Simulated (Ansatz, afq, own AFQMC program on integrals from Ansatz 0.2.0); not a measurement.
**Where AFQMC and coupled cluster stand for SiH₂O, singlet**

```xyz
4

Si    0.0000    0.0000    0.4348
O     0.0000    0.0000   -0.9112
H     0.0000    1.0930    1.1734
H     0.0000   -1.0930    1.1734
```

Connectivity, by distances: SiH2–O.

Basis cc-pVDZ. Noble-gas cores (and the filled d shells of Ga–Kr and In–Xe) are frozen. Integrals, coupled cluster, full CI and functionals: Ansatz 0.2.0; the random walks run on the same integrals in our own AFQMC program. ph-AFQMC/CISD is guided by a CISD state made of CCSD amplitudes; releasing the constraint for a short imaginary time cuts its bias at the price of noise, slowly where states lie close. Uncertainties: one standard error, sampling alone.

Determinant: RHF, the one that the program's search chose, which needn't be the lowest solution. The geometry is a point of a scan.

No full CI on the walks' own integrals is used here; CCSDT(Q) serves as the reference and is uncertain by about the last step of the cluster series.

Cautions: the ph-AFQMC/CISD walk drifts between its halves (2.2 errors).

The T1 diagnostic is 0.0184. The weight of the determinant in the CISD state is 0.898 and the size of the correlated space is 12 electrons in 36 orbitals.

Reference: CCSDT(Q), correlation energy -8.149 eV. The released energy is read at 2.40 1/Eh (meV from the phaseless value at times in 1/Eh: -8 ± 18 at 0.24, -9 ± 12 at 0.51, -16 ± 14 at 0.99, 6 ± 19 at 1.62, -25 ± 18 at 2.40).

```json
{"level": "HF", "E − E(reference) (mEh)": "299.47", "share of correlation (%)": "0.00"}
{"level": "MP2", "E − E(reference) (mEh)": "25.50", "share of correlation (%)": "91.49"}
{"level": "CCSD", "E − E(reference) (mEh)": "8.39", "share of correlation (%)": "97.20"}
{"level": "CCSD(T)", "E − E(reference) (mEh)": "1.43", "share of correlation (%)": "99.52"}
{"level": "CCSDT", "E − E(reference) (mEh)": "0.87", "share of correlation (%)": "99.71"}
{"level": "ph-AFQMC/CISD", "E − E(reference) (mEh)": "0.70 ± 0.68", "share of correlation (%)": "99.77"}
{"level": "released AFQMC", "E − E(reference) (mEh)": "-0.23 ± 0.68", "share of correlation (%)": "100.08"}
```

A walk keeps the symmetry of its determinant, which the program's search chose and which needn't be the lowest solution, so a lower state of the same spin and another symmetry isn't excluded. Released energies are given only where the last usable release times agree within the noise; a slower fall can still hide under it.
